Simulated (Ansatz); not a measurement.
## TA phonon frequency at X of zinc-blende AlAs at several levels of theory

No measured value is used here.

### Question
Put these levels in order of the TA phonon frequency at X that they give for zinc-blende AlAs, smallest first: B3LYP (VWN-RPA form) (Ansatz, a program for electronic structure), PBE-D3(BJ) (Ansatz), PBE0 (Ansatz).

### Answer
PBE-D3(BJ) (93 cm⁻¹), PBE0 (105 cm⁻¹), B3LYP (VWN-RPA form) (115 cm⁻¹)

Unless a cell is named, each level is at its own relaxed cell (PBE-D3(BJ) 22.72, B3LYP (VWN-RPA form) 23.57, PBE0 22.90 Å³/atom).

PBE-D3(BJ): the dispersion coefficients are held fixed in the derivatives. Each level is taken at its own relaxed cell. K meshes differ between the levels. Ansatz's density-functional and Hartree–Fock values are scalar-relativistic unless marked +SOC, with PAW data made under PBE.
